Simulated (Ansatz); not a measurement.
**Structure optimisation: sulfur, alpha-S8 (Fddd)**

Level of theory: Ansatz, DFT, LDA (PW92), plane waves (420 eV) with PAW, scalar-relativistic. (PAW data from PBE, frozen cores regenerated.)

k-point mesh 3×3×3, Fermi-Dirac smearing 0.05 eV, no spin polarisation. Cell and atoms relax.

Starting structure:

```
S
1.0
     0.00000    6.43300   12.24300
     5.23250    0.00000   12.24300
     5.23250    6.43300    0.00000
S
32
Direct
  0.36490 0.48210 0.47970
  0.67330 0.47970 0.48210
  0.47970 0.67330 0.36490
  0.48210 0.36490 0.67330
  0.57670 0.77030 0.76790
  0.77030 0.57670 0.88510
  0.76790 0.88510 0.57670
  0.88510 0.76790 0.77030
  0.23450 0.36290 0.45530
  0.94730 0.45530 0.36290
  0.45530 0.94730 0.23450
  0.36290 0.23450 0.94730
  0.30270 0.79470 0.88710
  0.79470 0.30270 0.01550
  0.88710 0.01550 0.30270
  0.01550 0.88710 0.79470
  0.43460 0.30740 0.35640
  0.90160 0.35640 0.30740
  0.35640 0.90160 0.43460
  0.30740 0.43460 0.90160
  0.34840 0.89360 0.94260
  0.89360 0.34840 0.81540
  0.94260 0.81540 0.34840
  0.81540 0.94260 0.89360
  0.87510 0.63290 0.18950
  0.63290 0.87510 0.30250
  0.18950 0.30250 0.87510
  0.30250 0.18950 0.63290
  0.61710 0.37490 0.94750
  0.06050 0.94750 0.37490
  0.94750 0.06050 0.61710
  0.37490 0.61710 0.06050
```

Q: The pressure at the start is -0.4 GPa. By how much does the volume change?

A: From 25.76 to 22.49 Å³ per atom, -12.7 %. The final cell has a = 9.969 Å, b = 12.256 Å, c = 23.559 Å.

Q: How much energy does the relaxation gain?

A: 17.2 meV per atom.
